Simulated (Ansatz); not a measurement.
Process, species as SMILES: [PH2] (PH2) → [PH2-] (an electron is taken up)
B3LYP-D3(BJ)/def2-TZVP geometries, fixed; electronic energies without zero-point terms; positive where energy is released.
Largest species:
```xyz
3

P      0.0052    -0.0015     0.1165
H     -0.0501     1.0329    -0.8596
H     -0.0274    -1.0099    -0.8876
```
Charge 0, spin multiplicity 2.

Basis-set convergence of the adiabatic electron affinity at B3LYP with Ansatz (a first-principles code). Cartesian d functions, on some or all atoms, in 6-31+G*, 6-311G**; all else is spherical. The program fits the integrals of some runs and decomposes those of others, by size. Open shells are unrestricted. No added dispersion term, no relativity. Functions are those of the species that has most. Reference: the value in aug-cc-pV(5+d)Z, 1.248 eV, itself unsure by roughly 0.048 eV (its mean distance from aug-pcseg-3, aug-cc-pV(Q+d)Z, def2-QZVPPD).

| basis | functions | adiabatic electron affinity (eV) |
|---|---|---|
| 6-31+G* | 27 | 1.207 |
| def2-SVP | 28 | 0.381 |
| 6-311G** | 39 | … |
| def2-SVPD | 40 | … |
| def2-TZVP | 49 | … |
| 6-311++G(2d,2p) | 55 | … |
| aug-pcseg-2 | 96 | 1.255 |
| aug-cc-pV(T+d)Z | 101 | 1.246 |
| def2-QZVPPD | 142 | 1.111 |

**Question.** Fill in the missing entries.

**Answer.** 
- 6-311G**, adiabatic electron affinity (eV): 1.180
- def2-SVPD, adiabatic electron affinity (eV): 0.748
- def2-TZVP, adiabatic electron affinity (eV): 0.914
- 6-311++G(2d,2p), adiabatic electron affinity (eV): 1.229
